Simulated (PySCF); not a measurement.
Calculation: PBE-D3(BJ)/def2-TZVP // PBE-D3(BJ)/def2-SVP run with PySCF 2.14.0. Gas-phase values, no solvent. 

Reference species (SMILES): `C[N]C` (neutral, multiplicity 2).

- highest occupied spin orbital: -5.55 eV

Changed species: `[CH3]` (free radical CH3; the reference has free radical N(CH3)2).

Q: Predict the effect on the highest occupied spin orbital.

A: the highest occupied spin orbital rises by 0.17 eV, to -5.38 eV.
